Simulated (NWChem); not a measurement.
## Correlation energy of methanol (CH$_{4}$O)

```
C
H 1 1.1011
O 1 1.4071 2 107.60
H 3 0.9652 1 108.20 2 180.00
H 1 1.1092 2 107.33 3 -122.20
H 1 1.1092 2 107.33 5 -115.60
```
Charge 0, spin multiplicity 1.

Everything below was run with NWChem. All single points use one geometry, from B3LYP/def2-SVP, a minimum by its harmonic frequencies.

Basis set: cc-pVDZ. Each correlation energy counts from its own Hartree-Fock reference.

The correlated methods keep 2 core orbitals frozen. Coupled-cluster values serve here as a point of comparison, not as the truth.

Question: One of these methods gave a correlation energy of -339.0 mHa. Which?
A) CCSD
B) RI-MP2
C) CR-CCSD[T]

Answer: B, RI-MP2. The others give -370.7 (CR-CCSD[T]), -364.0 (CCSD).
